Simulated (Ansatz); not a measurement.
# H3O4P: the cost of one run

Program: Ansatz 0.2.0. Level of theory: the levels named in each step. These are calculated values, not measurements.

## 1. The structure to begin with

Bond lengths: O1–P2 1.465 Å, P2–O3 1.588 Å, P2–O4 1.587 Å, P2–O5 1.588 Å, O3–H6 0.955 Å, O4–H7 0.955 Å, O5–H8 0.955 Å. Angles: O1–P2–O3 115.3°, O1–P2–O4 115.6°, O1–P2–O5 115.3°, O3–P2–O4 102.9°, O3–P2–O5 102.9°, O4–P2–O5 102.9°, P2–O3–H6 109.4°, P2–O4–H7 109.4°, P2–O5–H8 109.4°.

As a file:

```xyz
8

O    -1.0669    0.8358    0.7809
P    -0.0677    0.0537    0.0495
O    -0.6476   -1.1248   -0.8428
O     0.8256    0.8704   -0.9777
O     1.0114   -0.6825    0.9520
H    -1.4784   -0.8529   -1.2268
H     1.0040    1.7386   -0.6225
H     0.5985   -0.9835    1.7586
```

## 2. A rough first relaxation, PBE-D4/def2-SVP

This run stands in another session on the same molecule. It ended at:

```xyz
8

O    -1.1090    0.8711    0.8107
P    -0.0900    0.0701    0.0659
O    -0.6489   -1.1435   -0.8641
O     0.8468    0.8773   -0.9927
O     1.0304   -0.7022    0.9593
H    -1.5041   -0.8804   -1.2571
H     1.0316    1.7710   -0.6432
H     0.6222   -1.0087    1.7927
```

## 3. Relaxation, HF/STO-3G

input.yaml

```yaml
crystal:
  periodic: [false, false, false]
  atoms:
    - { symbol: O, position_ang: [-1.10902154, 0.87113944, 0.81067621] }
    - { symbol: P, position_ang: [-0.09004024, 0.07007456, 0.06586472] }
    - { symbol: O, position_ang: [-0.64889159, -1.14352097, -0.86406325] }
    - { symbol: O, position_ang: [0.84683419, 0.87728127, -0.9927163] }
    - { symbol: O, position_ang: [1.03041831, -0.70218992, 0.95928179] }
    - { symbol: H, position_ang: [-1.50408058, -0.88036607, -1.25714334] }
    - { symbol: H, position_ang: [1.03162964, 1.77104298, -0.64321656] }
    - { symbol: H, position_ang: [0.6221818, -1.00865129, 1.79267675] }
basis:
  gaussian: { orbitals: STO-3G }
hamiltonian:
  xc: hf
relax:
  f_tol: 0.002
  max_steps: 150
```

Launch:

```bash
$ ansatz run input.yaml --threads 4 --pin off --max-ram 10240MiB --backend cpu --events-out ev --progress --plain --runs-dir out
```

**Question.** How long does this run take on 4 threads of Arm Neoverse N1, shared host, and how much memory does it need?

About 9.3 s, with a peak of 0.089 GiB.
